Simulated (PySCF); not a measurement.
Species: C4H7P.
Geometry (GFN2-xTB, Å), atoms numbered from 1 in this order:
```
atom  x, y, z in Å
C1     2.7183   -0.2378   -0.2820
P2     1.1743   -0.8642   -0.3138
C3     0.2318    0.5794    0.2454
C4    -1.0907    0.6044    0.3975
C5    -2.0134   -0.5337    0.1391
H6     3.5521   -0.8567   -0.5671
H7     2.9532    0.7727    0.0122
H8     0.8144    1.4675    0.4633
H9    -1.5675    1.5176    0.7382
H10   -2.5642   -0.7819    1.0464
H11   -2.7442   -0.2581   -0.6213
H12   -1.4630   -1.4098   -0.1955
```

The closed-shell SCF was solved with PySCF and density fitting under several settings on one GFN2-xTB geometry (grid level 2 and gas phase unless stated).

| settings | basis functions | SCF cycles | E (Eh) | HOMO (eV) | LUMO (eV) | dipole (D) |
| --- | --- | --- | --- | --- | --- | --- |
| PBE0/pcSseg-1 | 127 | 14 | -497.5775 | -6.84 | -1.69 | 1.25 |
| CAM-B3LYP/def2-SVPD | 160 | 12 | -497.6317 | -8.00 | -0.58 | 1.27 |
| PW91/def2-SVP | 109 | 16 | -497.6284 | -5.79 | -2.41 | 1.20 |
| OLYP/pcSseg-1, grid level 3, energy threshold 1e-06 Eh | 127 | 9 | -497.8445 | -5.68 | -2.31 | 1.19 |
| KT3/aug-pcSseg-1, energy threshold 1e-08 Eh | 200 | 11 | -503.0606 | -5.89 | -2.56 | 1.23 |

Problem. Estimate the row for these settings: PBE/MINI, energy threshold 1e-11 Eh.

Solution. 
```json
{"settings": "PBE/MINI, energy threshold 1e-11 Eh", "basis functions": "36", "SCF cycles": "12", "E (Eh)": "-494.4660", "HOMO (eV)": "-7.66", "LUMO (eV)": "-4.00", "dipole (D)": "0.88"}
```

Problem. Over all rows, what range does the HOMO–LUMO gap span?

Solution. From 3.33 eV (KT3/aug-pcSseg-1, energy threshold 1e-08 Eh) to 7.42 eV (CAM-B3LYP/def2-SVPD). The functional of the narrowest has no exact exchange, that of the widest range-separated exact exchange.

Problem. And the dipole moment?

Solution. From 0.88 D (PBE/MINI, energy threshold 1e-11 Eh) to 1.27 D (CAM-B3LYP/def2-SVPD); the largest is 1.44 times the smallest, and the median is 1.21 D.

Cycle counts include a coarse-grid stage where the run had one. KT3 was designed for NMR shieldings or shifts; total energies of different functionals aren't comparable.

One conformer stands for the species.
